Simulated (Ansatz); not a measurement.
`B[SiH2]F` + H₂O → `B[SiH2]O` + H–F at 500 K and 1 bar (formal hydrolysis of the Si–F bond).

Computed with Ansatz on PBE0-D4/def2-TZVP structures; ΔE is electronic, products minus reactants. CBS: MP2 limit from def2 TZ/QZ plus the TZ coupled-cluster correction, frozen cores. This one scheme is used for every species. Each species was taken in one conformer, which may not be the lowest.

```tsv
species	CCSD(T)/CBS energy (Eh)	H − E (kJ/mol)	S (J/(mol·K))
`B[SiH2]F`	-416.08532	136.3	334.6
H₂O	-76.37941	73.2	206.3
`B[SiH2]O`	-392.05150	169.7	351.6
H–F	-100.39570	39.4	188.7
```

H − E and S are ideal-gas, rigid-rotor, harmonic terms from PBE0-D4/def2-TZVP, for one conformer and one mirror image of each species. 1 Eh = 2625.50 kJ/mol, R = 8.31446 J/(mol·K).

Q: By hand: ΔE, ΔH, ΔS and ΔG.

A: ΔE = (-392.05150) + (-100.39570) − (-416.08532) − (-76.37941) = 0.01753 Eh = 46.0 kJ/mol. Δ(H − E) = 169.7 + 39.4 − 136.3 − 73.2 = -0.4, so ΔH = 45.6 kJ/mol. ΔS = 351.6 + 188.7 − 334.6 − 206.3 = -0.6 J/(mol·K). ΔG = 45.6 − 500 × (-0.6)/1000 = 45.9 kJ/mol.

Q: By hand: the equilibrium constant, and the temperature at which ΔG would vanish if ΔH and ΔS stayed fixed.

A: log₁₀ K = −ΔG/(RT ln 10) = -4.8. ΔH and −TΔS have one sign here, so there is no such temperature. One of them is within its doubt of zero, so this could turn.

The number of gas molecules stays the same, so ΔS is small and ΔH decides. A doubt of 5 kJ/mol in ΔE shifts log₁₀ K by 0.5 here. Other conformers and mirror images would add mixing entropy, several J/(mol·K) or more a flexible species. These are equilibria of isolated gas molecules and say nothing of rates. Largest T1 diagnostic: 0.012 (customary marks: 0.02 for closed shells, 0.045 for open ones).
